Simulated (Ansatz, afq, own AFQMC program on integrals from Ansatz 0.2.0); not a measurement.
Integrals from Ansatz 0.2.0, then the random walk in our own AFQMC program (afq).

```yaml
crystal:
  periodic: [false, false, false]
  atoms:
    - {symbol: Ge, position_ang: [0.000000, 0.000000, 0.431903]}
    - {symbol: N, position_ang: [0.000000, 0.000000, -1.883353]}
    - {symbol: H, position_ang: [0.000000, 0.830871, -2.477269]}
    - {symbol: H, position_ang: [0.000000, -0.830871, -2.477269]}
basis:
  gaussian: {orbitals: cc-pVDZ}
magnetization: {spin_polarized: true, initial_magnetization: 5}
correlation: {method: ccsd_t, electrons: outside_noble_gas, hamiltonian_folder: ham}
```

```sh
$ ansatz run in.yaml --threads 1 --pin off --events-out ev --progress --plain --max-ram 23808MiB --backend cuda --devices 0, --max-vram 18GiB
```

Options of the walk:

```
--method phaseless --trial hf --walkers 4000 --populations 20 --least-time 40 --time-step 0.005 --steps-per-block 20 --equilibration-blocks 112 --max-blocks 4000 --target-error 0.001 --factor-cut 1e-05 --start spin_pure --seed 6704 --taylor-order 6
```

Times are imaginary, in 1/Eh. The walk had a cap of 49 s. With eight or more populations the least sampling time is a fifth of least-time, and the error comes from their spread. Filled inner d shells are frozen with the cores.

```
orbitals 36  electrons 8 3  factors 272 of 553
reference energy -2130.72327926 Eh
CCSD correlation -0.19416635 Eh in 11 cycles, weight of the determinant in the CISD state 0.9129
energy of the start -2130.723622 Eh
 block  time / (1/Eh)  mean weight  energy / Eh
     1     0.100  1.0011  -2130.772888
     2     0.200  1.0013  -2130.808365
     3     0.300  1.0014  -2130.833664
     4     0.400  1.0016  -2130.853294
     5     0.500  1.0014  -2130.864634
     7     0.700  1.0006  -2130.881160
     9     0.900  1.0007  -2130.895162
    13     1.300  1.0000  -2130.905474
    21     2.100  1.0000  -2130.915845
    29     2.900  0.9998  -2130.920176
    33     3.300  0.9999  -2130.915309
    37     3.700  1.0002  -2130.917105
    45     4.500  1.0000  -2130.922563
    53     5.300  1.0001  -2130.922177
    61     6.100  1.0001  -2130.925079
    69     6.900  1.0002  -2130.921985
    77     7.700  1.0002  -2130.921848
    81     8.100  0.9998  -2130.928533
    85     8.500  0.9999  -2130.923931
    93     9.300  0.9999  -2130.921032
   101    10.100  0.9999  -2130.923646
   109    10.900  1.0003  -2130.921292
   117    11.700  1.0000  -2130.918982
   125    12.500  1.0003  -2130.919538
   133    13.300  1.0000  -2130.920141
   141    14.100  1.0002  -2130.924740
   149    14.900  1.0003  -2130.919243
   157    15.700  0.9997  -2130.918994
   165    16.500  1.0001  -2130.919935
   173    17.300  1.0000  -2130.921395
   181    18.100  1.0000  -2130.921428
   189    18.900  1.0001  -2130.916782
error from the spread of 20 populations
energy -2130.920418 +/- 0.000622 Eh
(rows thinned)
```

**Question.** Estimate how long the walk took on 1 × NVIDIA H100 80GB HBM3 with 2 threads of AMD EPYC 7R13 Processor (Zen 3), on a shared host (the card was shared).

**Answer.** 18 s of wall time.

The run passed its tests (sampling time, drift between the halves within three errors, error under three times the target), which doesn't prove that it has relaxed.

Against this walk (error 16.9 meV) on the same determinant: CCSD(T) 30.7 meV lower (within the noise), CCSDT(Q) 57.6 meV lower, a separate phaseless walk with a CISD trial and standard settings 52.4 ± 17.2 meV lower. The error is statistical and leaves out the bias of the constraint. CCSDT(Q) is the surest value here, so the walk's 58 meV above it is most likely the bias of the constraint with this trial, which can have either sign.

Cautions: constraint bias not in the error; no relativity below Rb; no spin-orbit coupling; inner d shell frozen; another spin lies lower (by 4.89 eV); CCSDT(Q) on the ROHF determinant differs (34 meV higher), by its state or its frozen core.

CCSDT and higher add their correlation energy to the determinant of the CCSD(T) run, since their own runs factorise the integrals more tightly (a shift of under 2 meV). A walk keeps the symmetry of its determinant, which the program's search chose and which needn't be the lowest solution, so a lower state of the same spin and another symmetry isn't excluded.
